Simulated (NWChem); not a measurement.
## Correlation energy of phosphine (H3P)

SMILES: P
```xyz
4

P     -0.1302    -0.0034     0.0000
H      0.6666    -0.5810     1.0357
H      0.6666    -0.5810    -1.0357
H      0.6204     1.2123     0.0000
```
Charge 0, spin multiplicity 1.

All runs are NWChem calculations. Structure: optimised with PBE0/def2-SVP, a minimum by its harmonic frequencies.

Basis set: cc-pVDZ. Each correlation energy counts from its own Hartree-Fock reference.

The correlated methods keep 5 core orbitals frozen. Coupled-cluster values serve here as a point of comparison, not as the truth.

### Question
For the correlation energy, CCSDT gives -168.2 mHa and CCSD gives -163.9 mHa. What do CCSD+T(CCSD), CR-CCSD[T], CR-CCSD(T) give?

### Answer
CCSD+T(CCSD): -167.6 mHa; CR-CCSD[T]: -167.1 mHa; CR-CCSD(T): -167.0 mHa.
